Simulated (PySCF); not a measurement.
## A failing input for MgS

```python
from pyscf import gto, dft

mol = gto.M(
    atom='Mg 0 0 0; S 0 0 1.958',
    basis='3-21g',
    charge=0,
    spin=0,
    symmetry=True,
    verbose=3,
)
mf = dft.RKS(mol, xc='pw6b95')
mf = mf.density_fit(auxbasis='def2-universal-jkfit')
mf.level_shift = 5.0
mf.kernel()
mf.analyze()
print('orbital energies (hartree):', mf.mo_energy[..., max(0, mol.nelec[1]-3):mol.nelec[0]+3].round(4))
```

```bash
$ OMP_NUM_THREADS=1 python input.py
```

The log, shortened:

```
SCF not converged.
SCF energy = -595.625899663492
Wave-function symmetry id = 0
**** MO energy ****
[3 lines left out]
MO #4 (A1 #4), energy= -5.85240933586477 occ= 2
MO #5 (E1x #1), energy= -5.84357940928134 occ= 2
MO #6 (E1y #1), energy= -5.84357940928134 occ= 2
MO #7 (A1 #5), energy= -3.19940374486833 occ= 2
MO #8 (A1 #6), energy= -1.92063784130837 occ= 2
MO #9 (E1x #2), energy= -1.91306952417033 occ= 2
MO #10 (E1y #2), energy= -1.91306952417033 occ= 2
MO #11 (A1 #7), energy= -0.641319521134105 occ= 2
MO #12 (A1 #8), energy= -0.274383466420835 occ= 2
MO #13 (E1x #3), energy= -0.229677307016368 occ= 2
MO #14 (E1y #3), energy= -0.229677307016368 occ= 2
MO #15 (A1 #9), energy= 4.86959817828024 occ= 0
MO #16 (E1x #4), energy= 4.98633608904542 occ= 0
MO #17 (E1y #4), energy= 4.98633608904542 occ= 0
[9 lines left out]
 ** Mulliken atomic charges  **
charge of    0Mg =      1.03007
charge of    1S =     -1.03007
Dipole moment(X, Y, Z, Debye):  0.00000,  0.00000, -7.14733
orbital energies (hartree): [-0.2744 -0.2297 -0.2297  4.8696  4.9863  4.9863]
```

Problem. Which setting is at fault, why, and what does a mended input give?

Solution. The level shift (hartree) (5): a shift this large makes the steps tiny. With this edit
```diff
- mf.level_shift = 5.0
```
the run finishes: E(SCF) = -595.626965 Eh, μz(SCF) = -7.25 D.

The basis is very small, so the numbers show the basis as much as the system. Stability towards an unrestricted solution was not tested. The bond length is a typed value, not an optimised one.
